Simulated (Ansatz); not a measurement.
Process, species as SMILES: F[C]F (closed-shell singlet) + 3 [H][H] (H2) → C (CH4) + 2 F (HF)
B3LYP-D3(BJ)/def2-TZVP geometries, fixed; electronic energies without zero-point terms.
Largest species:
```
C
H 1 1.0892
H 1 1.0892 2 109.47
H 1 1.0892 2 109.47 3 120.00
H 1 1.0892 2 109.47 3 -120.00
```

Core correlation in the energy of full hydrogenation at MP2 with Ansatz (a program for electronic structure), in kcal/mol: frozen core against all electrons. Core-valence sets carry the plain set on hydrogen. A restricted Hartree-Fock determinant is unstable towards unrestricted orbitals. Costs are rough ratios of core time on shared machines of one kind.

```csv
basis,"functions, most",frozen core,all electrons,core term (second minus first),cost over frozen core
cc-pVDZ,42,-112.57,-113.23,-0.66,-
cc-pCVDZ,54,-112.65,-113.16,-0.51,-
cc-pVTZ,90,-118.29,-121.41,-3.12,-
cc-pCVTZ,129,-117.86,-118.67,-0.81,-
cc-pwCVTZ,129,-117.73,-118.69,-0.96,-
cc-pVQZ,175,-121.24,-123.15,-1.91,-
cc-pCVQZ,252,-121.04,-122.03,-0.99,1×
cc-pwCVQZ,252,-121.01,-122.03,-1.03,1×
```

The largest core-valence set, cc-pwCVQZ, gives a core term of -1.03 kcal/mol; the valence set cc-pVQZ, which lacks functions for the core, gives -1.91.
